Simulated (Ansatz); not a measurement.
# CCl (quartet): RPA-PBE over vertical spin and charge gaps, cc-pVTZ

Aim: run CCl (quartet) with these functionals over vertical spin and charge gaps, and hold them against the top wave-function level at the same points.

The runs use Ansatz 0.2.0, Gaussian basis; cc-pVTZ, all electrons in the functionals, frozen cores in the correlation of double hybrids and RPA.

To be run: RPA-PBE, at charge 0, quartet; charge 0, doublet; charge 0, sextet; charge 1, triplet; charge 1, quintet.

5 further runs of the same task are left out: 5 set aside as unsound or not needed.

**1. The system**

The geometry is a PBE0/def2-TZVP stationary point (not a proven minimum).

2 atoms, charge 0, spin multiplicity 4.

Atoms are counted from 1 here; the program's logs count them from 0.

Bond lengths: C1–Cl2 1.644 Å.

No dispersion term is added.

The geometry shown and the zero of energy belong to the point charge 0, quartet. The yardstick, UCCSDT(Q), and other wave-function levels (R restricted, U unrestricted, valence and pair active spaces) come from earlier runs.

**2. RPA-PBE, charge 0, quartet**

Contents of in.yaml:

```yaml
crystal:
  periodic: [false, false, false]
  atoms:
    - {symbol: C, position_ang: [0.000000, 0.000000, 0.000000]}
    - {symbol: Cl, position_ang: [0.000000, 0.000000, 1.644200]}
basis:
  gaussian: {orbitals: cc-pVTZ}
magnetization: {spin_polarized: true, initial_magnetization: 3}
hamiltonian: {xc: {name: PBE}}
correlation: {method: rpa, electrons: outside_noble_gas}
```

The run is started by

```console
$ ansatz run in.yaml --threads 1 --pin off --events-out ev --progress --plain --max-ram 2816MiB --backend cpu
```

The runs that follow: RPA-PBE, charge 0, doublet; RPA-PBE, charge 0, sextet; RPA-PBE, charge 1, triplet; RPA-PBE, charge 1, quintet.

Before running them: what should the planned runs give, taken together? Wanted: quartet to doublet, UCCSDT(Q); quartet to sextet, UCCSDT(Q); ionisation to the triplet cation, UCCSDT(Q); ionisation to the quintet cation, UCCSDT(Q); largest miss, RPA-PBE.

As calculated:

```
                                   quantity                              value
              quartet to doublet, UCCSDT(Q)                      -228.8 kJ/mol
               quartet to sextet, UCCSDT(Q)                       886.6 kJ/mol
ionisation to the triplet cation, UCCSDT(Q)                       922.2 kJ/mol
ionisation to the quintet cation, UCCSDT(Q)                      1282.4 kJ/mol
                      largest miss, RPA-PBE  -25.5 kJ/mol (quartet to doublet)
```

In words: RPA-PBE strays by up to 25.5 kJ/mol, at quartet to doublet. Functionals and the yardstick converge differently with the basis, so part of each miss in cc-pVTZ is the basis.
